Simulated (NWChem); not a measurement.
**Worked example: vertical ionisation energy of SiH3SO (SMILES O[SiH2][S])**

SiH3SO: 6 atoms, total charge 0, spin state doublet. As SMILES, `O[SiH2][S]`. The shape is that of a PBE0-D4/def2-TZVP optimisation. This is one conformer, not always the lowest.

Both states at this one shape; open shells run unrestricted unless said. 1 Eh = 27.2114 eV.

| level | program | doublet SiH3SO (Eh) | singlet SiH3SO+ (Eh) |
| --- | --- | --- | --- |
| UB3LYP/6-31++G** (spherical functions) | NWChem | -764.741319 | -764.338393 |
| UB3LYP/6-31G* (spherical functions) | NWChem | -764.723664 | -764.323853 |
| UB3LYP/6-31+G* (spherical functions) | NWChem | -764.732455 | -764.329080 |
| UB3LYP/6-311+G** | NWChem | -764.818109 | -764.414575 |

Problem. Work out the vertical ionisation energy at each level.

Solution. 
1. UB3LYP/6-31++G** (spherical functions): -764.338393 − (-764.741319) = 0.402926 Eh = 10.96 eV.
2. UB3LYP/6-31G* (spherical functions): -764.323853 − (-764.723664) = 0.399811 Eh = 10.88 eV.
3. UB3LYP/6-31+G* (spherical functions): -764.329080 − (-764.732455) = 0.403375 Eh = 10.98 eV.
4. UB3LYP/6-311+G**: -764.414575 − (-764.818109) = 0.403534 Eh = 10.98 eV.

No measured value is set beside it here; the levels span 10.88 to 10.98 eV.
